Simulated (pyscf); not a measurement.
Concerted two-bond exchange: H₃C–CH₂–CH₂–Al(CH₃)–NH₂ -> H₃C–CH₂–CH₂–CH₂–AlH–NH₂

Gas phase, singlet surface, charge 0. Bonds broken: Al2–C3, H5–C14. Bonds formed: Al2–H5, C3–C14. PySCF, gas phase, ωB97X-D3(BJ)/def2-SVP geometries.

Transition state (Å):

```xyz
18

C     -0.3263    -1.2055    -0.8067
Al    -1.3432     0.2686     0.1088
C      0.2012     1.5725     0.6336
N     -2.7020     1.3005    -0.4734
H     -1.7492    -0.6157     1.4297
H      0.1400    -1.0587    -1.7929
H     -0.9349    -2.1225    -0.8612
H      1.2551     1.4023     0.3744
H     -0.1865     2.3171    -0.0908
H      0.1273     2.0308     1.6308
H     -3.6820     1.0441    -0.4172
H     -2.6247     2.2521    -0.8164
C      0.7757    -1.3274     0.2866
C      0.4902    -0.7099     1.6062
H      0.9460    -2.4000     0.5143
H      1.7080    -0.8888    -0.0978
H      1.2199    -0.0273     2.0492
H     -0.1073    -1.2593     2.3343
```

One imaginary mode, 730i cm⁻¹; descent along it reached the two sides named.

```tsv
bond	change	reactant side (Å)	saddle	product side
Al2–C3	breaks	1.961	2.088	3.7
H5–C14	breaks	1.107	2.248	3.7
Al2–H5	forms	2.8	1.641	1.591
C3–C14	forms	3.9	2.498	1.545
```

Electronic energies relative to the reactant's lowest minimum found (kJ/mol):

| level | barrier | reaction energy | reverse barrier |
|---|---|---|---|
| ωB97X-D3(BJ)/def2-TZVP | 419.7 | +44.1 | 375.6 |
| PBE/def2-TZVP | 362.4 | +46.6 | 315.8 |
| r²SCAN/def2-TZVP | 376.8 | +47.6 | 329.2 |
| B3LYP-D3(BJ)/def2-TZVP | 390.7 | +44.2 | 346.6 |
| PBE0-D3(BJ)/def2-TZVP | 397.6 | +43.3 | 354.3 |
| M06-2X/def2-TZVP | 419.0 | +48.7 | 370.4 |
| ωB97M-D3(BJ)/def2-TZVP | 414.3 | +43.4 | 370.9 |
| HF/def2-TZVP | 469.0 | +39.9 | 429.1 |

With ωB97M-D3(BJ)/def2-TZVP energies and thermal terms (ideal gas, 1 atm, RRHO with modes under 100 cm⁻¹ raised to 100, one conformer, R ln 2 for chiral ones without a mode under 150 cm⁻¹), in kJ/mol:

```
T (K)    ΔH‡    ΔG‡     ΔH     ΔG
-----  -----  -----  -----  -----
298    396.3  402.5  +41.3  +46.5
600    396.6  408.7  +39.6  +52.7
900    396.7  414.7  +39.3  +59.4
1200   396.2  420.7  +39.5  +66.0
```

The same reactants have a lower exit, to H₃C–Al(CH₃)–NH₂ + H₂C=CH₂ (barrier +190.5 kJ/mol at ωB97M-D3(BJ)/def2-TZVP, against +414.3 kJ/mol here). One saddle was located; it need not be the lowest between these sides.
